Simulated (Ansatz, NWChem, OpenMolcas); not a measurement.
How basis sets differ on SiH2Cl2 (SMILES Cl[SiH2]Cl)

SiH2Cl2 has 5 atoms, charge 0, and is taken as a singlet. As SMILES, `Cl[SiH2]Cl`. Geometry: relaxed at PBE0-D4/def2-TZVP.

```xyz
5

Cl   -1.0361   -0.3934    1.6093
Si    0.1368   -0.0717   -0.0289
Cl   -0.7992    1.1968   -1.3240
H     0.3520   -1.3622   -0.7112
H     1.3965    0.5566    0.4134
```

Each level gives the HOMO–LUMO gap (eV). The values are calculated.

```
                              level          kind     program  value (eV)  CPU time
                  HF/ANO-R0 (sfX2C)  Hartree–Fock  OpenMolcas       14.74     3.6 s
                        HF/ANO-S-MB  Hartree–Fock  OpenMolcas       15.84     2.8 s
                          HF/STO-3G  Hartree–Fock      Ansatz       18.67    0.18 s
                           HF/3-21G  Hartree–Fock      NWChem       15.67     1.8 s
HF/ANO-RCC-VDZ (DKH2, RICD fitting)  Hartree–Fock  OpenMolcas       15.09     3.5 s
                         HF/cc-pVDZ  Hartree–Fock      NWChem       16.10      53 s
                      HF/def2-mTZVP  Hartree–Fock      Ansatz       15.69    0.48 s
                       HF/6-311+G**  Hartree–Fock      Ansatz       14.00     2.4 s
```

The values span 14.00 to 18.67 eV. A Hartree–Fock LUMO above zero doesn't converge with the basis: it sinks as sets grow more diffuse. Orbital gaps aren't excitation energies. Times are those of the runs behind each value, whatever else they computed, on shared processors of several kinds: orders of magnitude only.
